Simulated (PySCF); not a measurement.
Compound: C₄H₈O₂.
Numbering: `[CH3:1][CH2:2][O:3][C@H:4]1[CH2:5][O:6]1` (hydrogens: H7, H8, H9 on C1; H10, H11 on C2; H12 on C4; H13, H14 on C5)

Level of theory: PySCF 2.14.0, density-fitted response routines, TDDFT PBE0/def2-SVPD, vertical, gas phase, core orbitals frozen in the response. Isolated species at its GFN2-xTB geometry (one conformer only). Torsions of this conformer, `[CH3:1][CH2:2][O:3][C@H:4]1[CH2:5][O:6]1`: C1–C2–O3–C4 74°, C2–O3–C4–C5 -154°.

Frontier orbitals with the atoms that hold most of them (Löwdin shares over 4%, at most four atoms; ? is withheld):

| orbital | ε (eV) | atoms |
| --- | --- | --- |
| HOMO-3 | -9.64 | C2 22%, C1 17%, H10 12%, O3 12% |
| HOMO-2 | -8.79 | O6 25%, C5 21%, O3 20%, C4 18% |
| HOMO-1 | -8.30 | O6 33%, O3 29%, C4 8%, C5 6% |
| HOMO | -7.94 | ? |
| LUMO | ? | ? |
| LUMO+1 | 1.27 | C5 20%, H13 18%, O6 9%, H14 8% |
| LUMO+2 | 1.43 | O6 17%, O3 11%, C5 10%, C1 9% |

Question: Give the leading atoms of the HOMO.

Answer: O6 (bonded to 2 C) 34%; O3 (bonded to 2 C) 34%; C5 (bonded to C, O and 2 H) 8%; C1 (bonded to C and 3 H) 6%. By element: oxygen 68%, carbon 14% or more.

Question: Which atoms hold the LUMO, and with what shares?

Answer: C2 (bonded to C, O and 2 H) 18%; C1 (bonded to C and 3 H) 14%; H11 (bonded to C) 11%; C4 (bonded to C, 2 O and H) 10%. By element: carbon 41% or more, hydrogen 11% or more.

Question: What is the LUMO energy, and the HOMO–LUMO gap?

Answer: ε(LUMO) = 0.89 eV; the gap is 8.84 eV (0.3247 hartree).

Question: The HOMO–LUMO gap is 8.84 eV. Where does the response calculation put the lowest singlet, and from which orbitals?

Answer: S1 is at 7.70 eV (f = 0.010), 1.14 eV below the gap, made of HOMO→LUMO (92%). 

Next come S2 at 8.03 eV (f 0.024), HOMO-1→LUMO (56%), HOMO→LUMO+1 (25%); S3 at 8.16 eV (f 0.0051), HOMO→LUMO+1 (57%), HOMO→LUMO+2 (17%); S4 at 8.18 eV (f 0.019), HOMO→LUMO+2 (41%), HOMO-1→LUMO (26%), HOMO→LUMO+1 (10%); S5 at 8.32 eV (f 0.022), HOMO→LUMO+3 (63%), HOMO→LUMO+2 (20%).
